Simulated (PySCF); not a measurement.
**Functional dependence of a UV spectrum**

Carbonyl fluoride, CF₂O.
InChI=1S/CF2O/c2-1(3)4

Linear-response calculations in the def2-SVPD basis (PySCF; singlets by full response, triplets Tamm–Dancoff, core orbitals frozen in the response; HF means time-dependent Hartree–Fock). 'Strongest' is the level of largest summed f among the singlets computed (10 roots, of which the last may lack a degenerate partner); it can jump between rows when another state enters that window. S1 is the lowest singlet of each run and needn't be the same state throughout; f(S1) is that of one state. Isolated species at its PBE0-D3(BJ)/def2-SVP geometry, gas phase.

```
run  S1 (eV)  f(S1)  strongest (eV)  T1 (eV)  HOMO (eV)  gap (eV)  ionisation energy, ΔSCF (eV)
  1     6.92  0.000            9.81     6.37      -8.59      6.73                         13.27
  2     7.88  0.000           10.92     6.95     -15.34     17.40                   not settled
  3     7.06  0.000           10.06     6.53     -10.22      9.21                         13.60
```

Task: The runs used B3LYP, HF and PBE. Which is which?

Result: 1 = PBE, 2 = HF, 3 = B3LYP. Among the levels with a fixed share of exact exchange, the HOMO sinks and the orbital gap widens as that share grows. S1 runs from 6.86 eV (LDA) to 7.88 eV (HF), a spread of 1.02 eV, while the orbital gap spreads over 10.8 eV. Along PBE (0%), B3LYP (20%), HF (100%) S1 rises with the share of exact exchange. −ε(HOMO) comes closest to its own ΔSCF ionisation energy with B3LYP (-3.38 eV) and misses most with LDA (-4.80 eV). The lowest triplet of a reference set is 3A2(n→π*) at 7.06 eV (computed, theoretical best estimate (aug-cc-pVTZ, frozen core, CC3 geometry), gas; Veril, Scemama, Caffarel, Lipparini, Boggio-Pasqua, Jacquemin, Loos, WIREs Comput. Mol. Sci. 2021, 11, e1517 (QUESTDB)). The lowest computed triplet differs from it by HF -0.11, B3LYP -0.53, LDA -0.67, PBE -0.69 eV; geometry and basis of the reference needn't be the same. 'Not settled' means that the ion's SCF failed to converge or may have ended in another state than the lowest.
